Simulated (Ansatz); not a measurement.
Diamond was calculated with r²SCANh (PAW; Ansatz, a program for electronic structure).

Numerical settings: plane-wave cutoff 600 eV, 12×12×12 k mesh, scalar-relativistic PAW data made under PBE.

Computed at the level's own relaxed cell.

Elastic tensor (GPa, Voigt notation, ions relaxed):

```
 1137.9   124.9   124.9     0.0     0.0     0.0
  124.9  1137.9   124.9     0.0     0.0     0.0
  124.9   124.9  1137.9     0.0     0.0     0.0
    0.0     0.0     0.0   603.2     0.0     0.0
    0.0     0.0     0.0     0.0   603.2     0.0
    0.0     0.0     0.0     0.0     0.0   603.2
```

Worked from these constants: the tetragonal shear constant is C′ = (C11 − C12)/2 = 506.5 GPa against C44 = 603.2 GPa, so the tetragonal shear is the softer. The Zener ratio C44/C′ is 1.19 (1 for an isotropic solid), and the Cauchy pressure C12 − C44 is -478.3 GPa. With C11 + 2C12 = 1387.7 GPa all three Born conditions hold; they don't test modes at the zone boundary.

Measured, for comparison: elastic constant C11 1081 GPa, elastic constant C12 125 GPa, elastic constant C44 579 GPa (low temperature, zero-point motion not removed; as tabulated in Tanner et al. (2021), arXiv:2110.11888). Computed (rounded) less measured: elastic constant C11 +5 %, elastic constant C12 0.0 %, elastic constant C44 +4 %.

Static lattice: no zero-point or thermal effects.
